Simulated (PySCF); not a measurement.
CH6N (charge +1).
Bonds: C1–N2. Hydrogens: H3, H4, H5 on C1; H6, H7, H8 on N2.

The same species was optimised twice, with GFN2-xTB and with PBE0-D3(BJ)/def2-SVP (PySCF), and the same property calculations (PySCF, gas phase) were run on both structures.

```
  coordinate  GFN2-xTB  PBE0-D3(BJ)/def2-SVP  change
   C1–H3 (Å)     1.088                 1.096  +0.008
   C1–H5 (Å)     1.088                 1.096  +0.008
   C1–H4 (Å)     1.088                 1.096  +0.008
   C1–N2 (Å)     1.484                 1.491  +0.007
   N2–H7 (Å)     1.029                 1.029   0.000
   N2–H8 (Å)     1.029                 1.029   0.000
   N2–H6 (Å)     1.029                 1.029   0.000
H6–N2–H7 (°)     108.5                 106.8    -1.7
C1–N2–H7 (°)     110.4                 112.0    +1.6
H7–N2–H8 (°)     108.4                 106.9    -1.5
H6–N2–H8 (°)     108.4                 106.8    -1.6
C1–N2–H8 (°)     110.6                 112.0    +1.4
C1–N2–H6 (°)     110.5                 112.0    +1.5
H3–C1–H4 (°)     108.8                 110.2    +1.4
N2–C1–H4 (°)     110.1                 108.7    -1.4
```

Rotational constants: A = 84729, B = 20477, C = 20476 MHz (GFN2-xTB) against A = 84069, B = 20294, C = 20292 MHz (PBE0-D3(BJ)/def2-SVP). Point groups within 0.08 Å: C3v and C3v. Atoms that the bonding makes alike are paired by their places after alignment.

On the GFN2-xTB structure: lowest singlet, TDDFT (eV) 10.61 [CAM-B3LYP/def2-SVPD]; lowest triplet, Tamm–Dancoff (eV) 10.32 [CAM-B3LYP/def2-SVPD]; isotropic polarisability (au) 19.9 [CAM-B3LYP/def2-SVPD]; HOMO (eV) -18.78 [CAM-B3LYP/def2-SVPD]; LUMO (eV) -4.61 [CAM-B3LYP/def2-SVPD]; HOMO (eV) -17.30 [PBE0/pcSseg-1]; LUMO (eV) -5.23 [PBE0/pcSseg-1]; GIAO shielding of C1 (ppm) 155.2 [PBE0/pcSseg-1]; GIAO shielding of N2 (ppm) 221.2 [PBE0/pcSseg-1]; C1s of C1 (eV) 298.57 [delta-SCF UKS SCAN, pcX-2 on the ionised atom, pcseg-1 elsewhere, spin-free X2C]; N1s of N2 (eV) 415.79 [delta-SCF UKS SCAN, pcX-2 on the ionised atom, pcseg-1 elsewhere, spin-free X2C].

Problem. What do these properties become on the PBE0-D3(BJ)/def2-SVP structure?

Solution. 
```csv
property,level,on GFN2-xTB,on PBE0-D3(BJ)/def2-SVP,change
"lowest singlet, TDDFT (eV)",CAM-B3LYP/def2-SVPD,10.61,10.63,+0.02
"lowest triplet, Tamm–Dancoff (eV)",CAM-B3LYP/def2-SVPD,10.32,10.32,0.00
isotropic polarisability (au),CAM-B3LYP/def2-SVPD,19.9,20.1,+0.2
HOMO (eV),CAM-B3LYP/def2-SVPD,-18.78,-18.79,-0.01
LUMO (eV),CAM-B3LYP/def2-SVPD,-4.61,-4.60,+0.01
"energy, GFN2-xTB geometry as zero (kcal/mol)",CAM-B3LYP/def2-SVPD,0.0,-0.4,-0.4
HOMO (eV),PBE0/pcSseg-1,-17.30,-17.31,-0.01
LUMO (eV),PBE0/pcSseg-1,-5.23,-5.23,0.00
"energy, GFN2-xTB geometry as zero (kcal/mol)",PBE0/pcSseg-1,0.0,-0.3,-0.3
GIAO shielding of C1 (ppm),PBE0/pcSseg-1,155.2,152.7,-2.5
GIAO shielding of N2 (ppm),PBE0/pcSseg-1,221.2,220.7,-0.5
C1s of C1 (eV),"delta-SCF UKS SCAN, pcX-2 on the ionised atom, pcseg-1 elsewhere, spin-free X2C",298.57,298.65,+0.08
N1s of N2 (eV),"delta-SCF UKS SCAN, pcX-2 on the ionised atom, pcseg-1 elsewhere, spin-free X2C",415.79,415.73,-0.06
```

The heavy atoms differ by 0.004 Å rms after alignment. Among all bonds C1–N2, C1–H3, C1–H4 and C1–H5 change most and about equally (+0.007 to +0.008 Å). Changes are differences of the printed values. Neither structure is proved a minimum here. Isolated species at its PBE0-D3(BJ)/def2-SVP geometry, gas phase.
